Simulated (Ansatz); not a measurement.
# CH2, singlet: breathe scan

Starting geometry (PBE0/def2-TZVP stationary point for this spin, not checked as a minimum):

```xyz
3

C     0.0000   -0.1011    0.0000
H     0.0000    0.6021   -0.8621
H     0.0000    0.6021    0.8621
```

From there all distances are scaled together; atoms are numbered as listed. Energies are in eV, counted from the starting geometry at the same level.

Basis cc-pVDZ; Ansatz 0.2.0. Correlated methods freeze the noble-gas cores. R marks a restricted (for open shells ROHF) determinant. Active spaces: valence = (6e, 6o) chosen from the atoms' valence shells.

Runs in a small pair space aren't shown, since their orbitals change along the scan.

Full CI is exact within this basis and frozen core; it isn't the basis-set limit.

```tsv
scale of all distances	full CI	unpaired electrons (full CI)	error CISD	error BCCD(T)	error RCCSDT	error CISDTQ	error MRCISD (valence space)	error MRCISD+Q (valence space)
0.877	0.932	0.09	-0.026	-0.001	0.000	-0.001	-0.002	-0.003
1.000	0.000	0.09	0.000	0.000	0.000	0.000	0.000	0.000
1.121	0.320	0.09	0.035	0.002	0.000	0.002	0.000	0.002
1.307	1.690	0.13	0.120	0.006	0.001	0.006	-0.002	0.004
1.505	3.316	0.25	0.272	0.013	0.002	0.015	-0.007	0.005
1.783	5.139	0.76	0.632	0.002	-0.007	0.041	-0.016	0.000
1.989	6.031	1.46	1.016	-0.065	-0.048	0.077	-0.025	-0.006
2.425	6.904	3.13	2.025	-0.648*	-0.399*	0.175	-0.043	-0.022
```

An asterisk marks runs whose energy the program itself flagged as in doubt.

Unpaired electrons are Σ n²(2−n)² over natural occupations. Errors are those of relative energies. In total energy the starting point itself misses full CI by: CISD 0.249, BCCD(T) 0.025, RCCSDT 0.005, CISDTQ 0.005, MRCISD (valence space) 0.073, MRCISD+Q (valence space) 0.002 eV.

Spread of the error over the points with a reference, to 2.425 (largest less smallest): MRCISD+Q (valence space) 0.026, MRCISD (valence space) 0.043, CISDTQ 0.176, RCCSDT 0.401, BCCD(T) 0.660, CISD 2.051 eV.

Going outwards, the relative energy of RCCSDT first misses by more than 0.043 eV (1 kcal/mol) at 1.989.

BCCD(T) falls under the reference: its perturbative term grows as the gap closes, and it ends 0.648 eV too low at 2.425. CISD is cut at a fixed excitation level from one determinant, and lies 2.025 eV too high at 2.425. CISDTQ is cut at a fixed excitation level from one determinant, and lies 0.175 eV too high at 2.425. MRCISD+Q (valence space) stays parallel to the reference within 0.026 eV over the points shown.
